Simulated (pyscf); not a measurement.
Four-centre exchange: `[OH][Ga]([OH])[OH]` + `[H][H]` → `[OH][GaH][OH]` + `[OH2]`

Gas phase, singlet surface, charge 0. Bonds broken: Ga1–O2, H8–H9. Bonds formed: Ga1–H8, O2–H9. PySCF, gas phase, ωB97X-D3(BJ)/def2-SVP geometries.

Transition state (Å):

```xyz
9

Ga    -0.3422    -0.0017     0.5285
O      0.9585     1.1393    -0.3234
O      0.2296    -1.3417     1.5483
O     -1.7917    -0.1647    -0.4897
H      0.7555     1.4124    -1.2299
H      1.0664    -1.1853     1.9981
H     -2.3240    -0.9444    -0.2988
H     -0.3467     1.6300     1.3834
H      0.3002     1.7428     0.6182
```

One imaginary mode, 1314i cm⁻¹; descent along it reached the two sides named, in the forms told below.

```json
[
 {"bond": "Ga1–O2", "change": "breaks", "reactant side (Å)": "1.779", "saddle": "1.929", "product side": "2.151"},
 {"bond": "H8–H9", "change": "breaks", "reactant side (Å)": "0.762", "saddle": "1.008", "product side": "3.0"},
 {"bond": "Ga1–H8", "change": "forms", "reactant side (Å)": "2.7", "saddle": "1.842", "product side": "1.559"},
 {"bond": "O2–H9", "change": "forms", "reactant side (Å)": "2.6", "saddle": "1.298", "product side": "0.967"}
]
```

Electronic energies relative to the separated reactants (kJ/mol):

| level | barrier | reaction energy | reverse barrier |
|---|---|---|---|
| ωB97X-D3(BJ)/def2-TZVP | 99.9 | +35.6 | 64.3 |
| PBE/def2-TZVP | 83.5 | +29.5 | 54.0 |
| r²SCAN/def2-TZVP | 86.8 | +37.7 | 49.1 |
| B3LYP-D3(BJ)/def2-TZVP | 99.8 | +33.0 | 66.8 |
| PBE0-D3(BJ)/def2-TZVP | 86.9 | +28.4 | 58.5 |
| M06-2X/def2-TZVP | 101.1 | +49.9 | 51.2 |
| ωB97M-D3(BJ)/def2-TZVP | 99.7 | +28.9 | 70.8 |
| HF/def2-TZVP | 145.5 | +28.5 | 117.1 |

With ωB97M-D3(BJ)/def2-TZVP energies and thermal terms (ideal gas, 1 atm, RRHO with modes under 100 cm⁻¹ raised to 100, one conformer, R ln 2 for chiral ones without a mode under 150 cm⁻¹), in kJ/mol:

| T (K) | ΔH‡ | ΔG‡ | ΔH | ΔG |
|---|---|---|---|---|
| 298 | 101.8 | 134.5 | +38.8 | +28.0 |
| 600 | 98.1 | 169.4 | +34.4 | +18.8 |
| 900 | 97.3 | 205.3 | +30.6 | +11.8 |
| 1200 | 98.0 | 241.2 | +27.8 | +6.0 |

On the product side the descent ends in an adduct with a Ga–O contact, 67.0 kJ/mol under the separated species and 131.3 kJ/mol under the saddle at ωB97X-D3(BJ)/def2-TZVP. What is counted as broken (Ga–O) persists as a longer contact in the product adduct; parting that adduct is a step of its own. At the saddle there is also a short Ga–H contact that neither side keeps. This is the saddle that the search found; another between the same sides may lie lower. Elements up to Kr have no core potential and no relativistic terms here.
